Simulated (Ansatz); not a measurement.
## C3H10N2, SMILES CCNCN: a ranking of conformers, step by step

With Ansatz's Python interface.

Run as a notebook:

In [1]:
```python
import ansatz as az
from rdkit import Chem
from rdkit.Chem import AllChem
```

In [2]:
```python
rd = Chem.AddHs(Chem.MolFromSmiles("CCNCN"))
ids = list(AllChem.EmbedMultipleConfs(rd, numConfs=20, randomSeed=169, pruneRmsThresh=0.4))
field = [energy for _, energy in AllChem.MMFFOptimizeMoleculeConfs(rd)]
distinct = {round(e, 2): i for i, e in zip(ids, field)}
chosen = sorted(distinct.items())[:5]
found = []
for force_field, index in chosen:
    system = az.Crystal.molecule()
    for atom, xyz in zip(rd.GetAtoms(), rd.GetConformer(index).GetPositions()):
        system = system.atom(atom.GetSymbol(), xyz.round(5).tolist())
    calc = (
        system.calculation()
        .basis(gaussian="cc-pVDZ")
        .functional("b3lyp")
    )
    found.append(calc.run(threads=1).report["free_energy_ev"])
print("conformer   MMFF (kcal/mol)   this level (kJ/mol)")
for (force_field, index), e in zip(chosen, found):
    print(f"{index:9d} {force_field - chosen[0][0]:17.2f} {96.485332 * (e - min(found)):17.3f}")
```
```text
conformer   MMFF (kcal/mol)   this level (kJ/mol)
        0              0.00             6.391
        3              0.06             9.618
        4              0.19             0.000
        1              1.82            10.047
```

Notes:
- The conformers keep their force-field geometries.
- b3lyp holds the VWN-RPA fit, as in Gaussian; the form of ORCA and Turbomole is b3lyp5.
- It ran for 15 s on 1 thread of Arm Neoverse V2 (shared host), peak memory 0.35 GiB.

(Lines on the test bed's own set-up are left out of the output.)
